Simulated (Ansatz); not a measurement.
Results of r²SCAN (Ansatz, a first-principles code, PAW) for diamond-structure Si.

Run with plane-wave cutoff 600 eV, 12×12×12 k mesh, finite displacements, force constants from a 4×4×4 q mesh, scalar-relativistic PAW data made under PBE.

Computed at the level's own relaxed cell. Harmonic vibrational thermodynamics at fixed volume:

| T (K) | S_vib (J/K per mol of atoms) | C_V (J/K per mol of atoms) | F_vib (eV/atom) |
|---|---|---|---|
| 0 | 0.00 | 0.00 | 0.0626 |
| 200 | 11.60 | 15.54 | 0.0535 |
| 300 | 18.80 | 19.75 | 0.0376 |
| 500 | 29.77 | 22.82 | -0.0134 |
| 700 | 37.63 | 23.82 | -0.0837 |
| 800 | 40.83 | 24.07 | -0.1244 |
| 900 | 43.68 | 24.25 | -0.1682 |

The crystal is taken as a harmonic solid at every temperature: melting, phase changes and thermal expansion are not seen.

At Γ the run gives TO 518 cm⁻¹ and LO 518 cm⁻¹.

Measured, for comparison: zone-centre TO phonon frequency 525 cm⁻¹ (low temperature, zero-point motion not removed; as tabulated in Tanner et al. (2021), arXiv:2110.11888). Computed (rounded) less measured: zone-centre TO phonon frequency -1 %.
